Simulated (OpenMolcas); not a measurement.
# S2F2 (Difluorodisulfane): levels of theory compared

Aim: a comparison of 6 runs (HF/3-21G, B3LYP/6-31G*, B3LYP/6-311+G**, BHLYP/6-311+G**, PBE/6-311+G**, CCSD(T)/6-311+G**) of S2F2 (Difluorodisulfane). 

The calculation is run with OpenMolcas 26.06.

## (1) The structure to begin with

S2F2: 4 atoms, total charge 0, spin state singlet. SMILES: `FSSF`. The coordinates come from a PBE0-D4/def2-TZVP relaxation.

Bond lengths: F1–S2 1.631 Å, S2–S3 1.890 Å, S3–F4 1.631 Å. Angles: F1–S2–S3 108.6°, S2–S3–F4 108.6°.

## (2) Energy and gradient at HF/3-21G (run 1)

Contents of run.input:

```
* F2S2 Hartree-Fock

&gateway
 baslib=$CurrDir
 basisset
 F.3-21G....
 F1 -1.783750 -0.199930 -0.621590 angstrom
 F4 1.206410 -0.287820 1.438680 angstrom
 End of Basis
 basisset
 S.3-21G....
 S2 -0.467670 0.764150 -0.632370 angstrom
 S3 1.044990 -0.276390 -0.184720 angstrom
 End of Basis

&seward

&scf
 thresholds=1e-10 1e-07 1e-07 1e-05
 prorbitals=1

&alaska
```

The basis set 3-21G is read from a file made from the Basis Set Exchange's data (not shown).

Run with:

```console
$ export MOLCAS_MEM=1860
$ pymolcas run.input > run.log
```

Log:

```text
--- Start Module: gateway ---
[...]
--- Stop Module: gateway /rc=_RC_ALL_IS_WELL_ ---
[...]
      Basis functions           44
[...]
--- Start Module: scf ---
[...]
       Convergence after  13 Iterations
[...]
::    Total SCF energy                               -988.7858066591
[...]
      Total spin, S                                     0.0000000000
[...]
      Total electronic charge=   50.000000
      Total            charge=   -0.000000
[...]
      Dipole Moment (debye):
      Origin of the operator (angstrom)=    0.0735    0.0621   -0.1040
                   X=  9.1880E-01               Y=  7.7623E-01               Z= -1.3003E+00           Total=  1.7713E+00
      Quadrupole Moment (debye*angstrom):
[...]
--- Stop Module: scf /rc=_RC_ALL_IS_WELL_ ---
--- Start Module: alaska ---
[...]
 *              Molecular gradients               *
 **************************************************
  Irreducible representation: a
 ------------------------------------------------------------------------------------------
                              X                       Y                       Z
 ------------------------------------------------------------------------------------------
  F1                2.22296411501723E-02    2.56284630082160E-02   -2.06885885972952E-03
  F4                2.95779585077938E-03   -4.34828255075592E-03   -3.35840148117796E-02
  S2                7.51504191299430E-02   -1.01186673106536E-01    2.57705007253595E-02
  S3               -1.00337856130903E-01    7.99064926490498E-02    9.88237294615679E-03
 ------------------------------------------------------------------------------------------
--- Stop Module: alaska /rc=_RC_ALL_IS_WELL_ ---
[...]
```

Run time: 1.8 s. Hardware: 1 thread of Arm Neoverse V2, shared host; peak memory 0.38 GiB.

## (3) Energy and gradient at B3LYP/6-31G(d) (spherical functions) (run 2)

Contents of job.input:

```
* F2S2 Kohn-Sham DFT
&GATEWAY
BasLib = $CurrDir
Coord
4
angstrom
F       -1.783750      -0.199930      -0.621590
S       -0.467670       0.764150      -0.632370
S        1.044990      -0.276390      -0.184720
F        1.206410      -0.287820       1.438680
Basis = 6-31Gs
Group = NoSym
&SEWARD
GridInput
Grid=UltraFine
End of Grid
&SCF
KSDFT = B3LYP
Thresholds = 1e-10 1e-07 1e-07 1e-05
PrOrbitals = 1
&ALASKA
```

The basis set 6-31G* is read from a file made from the Basis Set Exchange's data (not shown).

Run with:

```console
$ export MOLCAS_MEM=1860
$ pymolcas job.input > job.log
```

Log:

```text
--- Start Module: gateway ---
[...]
--- Stop Module: gateway /rc=_RC_ALL_IS_WELL_ ---
[...]
      Basis functions           64
[...]
--- Start Module: scf ---
[...]
       Convergence after  16 Iterations
[...]
::    Total KS-DFT energy                            -995.9912790580
[...]
      Total spin, S                                     0.0000000000
[...]
      Total electronic charge=   50.000000
      Total            charge=   -0.000000
[...]
      Dipole Moment (debye):
      Origin of the operator (angstrom)=    0.0735    0.0621   -0.1040
                   X=  7.2823E-01               Y=  6.1522E-01               Z= -1.0306E+00           Total=  1.4039E+00
      Quadrupole Moment (debye*angstrom):
[...]
--- Stop Module: scf /rc=_RC_ALL_IS_WELL_ ---
[...]
--- Start Module: alaska ---
[...]
 *              Molecular gradients               *
 **************************************************
  Irreducible representation: a
 ------------------------------------------------------------------------------------------
                              X                       Y                       Z
 ------------------------------------------------------------------------------------------
  F1                1.47841870372005E-02    1.08457307778025E-02    4.40537011805242E-04
  S2                7.20859243980954E-03   -2.60307301743126E-02    6.03442144052302E-03
  S3               -1.97584114334539E-02    1.54274932204572E-02    1.17308928100783E-02
  F4               -2.23436804360055E-03   -2.42493823934264E-04   -1.82058512623726E-02
 ------------------------------------------------------------------------------------------
--- Stop Module: alaska /rc=_RC_ALL_IS_WELL_ ---
[...]
```

Run time: 11 s. Hardware: 1 thread of Arm Neoverse V2, shared host; peak memory 0.4 GiB.

Runs 3 to 5 aren't shown in full; the table further down has their settings and results.

## (4) A single-point energy at CCSD(T)/6-311+G(d,p) (Cholesky decomposition) (run 6)

Contents of run.inp:

```
* F2S2 CCSD(T)

&GATEWAY
 BasLib = $CurrDir
 BasisSet
 F.6-311pGss....
 F1 -1.783750 -0.199930 -0.621590 angstrom
 F4 1.206410 -0.287820 1.438680 angstrom
 End of Basis
 BasisSet
 S.6-311pGss....
 S2 -0.467670 0.764150 -0.632370 angstrom
 S3 1.044990 -0.276390 -0.184720 angstrom
 End of Basis

&SEWARD
 High

&SCF
 Thresholds = 1e-10 1e-07 1e-07 1e-05
 PrOrbitals = 1

&CHCC
 Frozen = 12
 Threshold = 1e-08
 MaxIterations = 80

&CHT3
 Frozen = 12
```

The basis set 6-311+G** is read from a file made from the Basis Set Exchange's data (not shown).

Run with:

```console
$ export MOLCAS_MEM=1860
$ pymolcas run.inp > run.log
```

Log:

```text
--- Start Module: gateway ---
[...]
--- Stop Module: gateway /rc=_RC_ALL_IS_WELL_ ---
[...]
      Basis functions          104
[...]
       Convergence after  15 Iterations
[...]
::    Total SCF energy                               -993.9256646535
[...]
      Total spin, S                                     0.0000000000
[...]
      Total electronic charge=   50.000000
      Total            charge=   -0.000000
[...]
      Dipole Moment (debye):
      Origin of the operator (angstrom)=    0.0735    0.0621   -0.1040
                   X=  1.0653E+00               Y=  9.0001E-01               Z= -1.5077E+00           Total=  2.0538E+00
      Quadrupole Moment (debye*angstrom):
[...]
--- Start Module: chcc ---
[...]
--- Stop Module: chcc /rc=_RC_ALL_IS_WELL_ ---
[...]
--- Start Module: cht3 ---
[...]
--- Stop Module: cht3 /rc=_RC_ALL_IS_WELL_ ---
[...]
```

Wall time 5.1 min (1 thread of Arm Neoverse V2, shared host); peak memory 0.17 GiB.

## (5) Overview of the runs

| run | level | integration grid | integral approximation | energy (Eh) | dipole moment (D) of the reference | HOMO energy (eV) | LUMO energy (eV) | wall time |
| --- | --- | --- | --- | --- | --- | --- | --- | --- |
| 1 | HF/3-21G | – | none | -988.785807 | 1.77 | -11.69 | 2.99 | 1.8 s |
| 2 | B3LYP/6-31G* (spherical functions) | UltraFine | none | -995.991279 | 1.40 | -7.91 | -1.38 | 11 s |
| 3 | B3LYP/6-311+G** | UltraFine | none | -996.130208 | 1.81 | -8.47 | -2.16 | 22 s |
| 4 | BHLYP/6-311+G** | UltraFine | none | -996.003273 | 1.94 | -9.94 | -0.85 | 19 s |
| 5 | PBE/6-311+G** | UltraFine | none | -995.589651 | 1.62 | -7.37 | -2.88 | 24 s |
| 6 | CCSD(T)/6-311+G** (Cholesky decomposition) | – | CD high | -994.650407 | 2.05 | -11.85 | 1.66 | 5.1 min |

## (6) Summary of results

| quantity | value |
| --- | --- |
| run 6: total energy | -994.65041 Eh |
| run 6: dipole moment (mean-field density) | 2.05 D |
| run 6: HOMO energy (Hartree–Fock orbitals) | -11.85 eV |
| run 6: LUMO energy (Hartree–Fock orbitals) | 1.66 eV |
| run 6: HOMO–LUMO gap (Hartree–Fock orbitals) | 13.51 eV |
| run 6: correlation energy (12 core orbitals frozen) | -724.7 mEh |
| run 6: (T) correction | -24.02 mEh |

Over runs 1, 2, 3, 4, 5 the dipole moment (its size) runs from 1.40 D (B3LYP/6-31G*) to 1.94 D (BHLYP/6-311+G**). The two ends differ in method and basis. Over runs 1, 2, 3, 4, 5 the HOMO–LUMO gap runs from 4.49 eV (PBE/6-311+G**) to 14.68 eV (HF/3-21G). Totals of different functionals can't be ranked against each other. All runs together took 6.4 min, the longest 5.1 min.
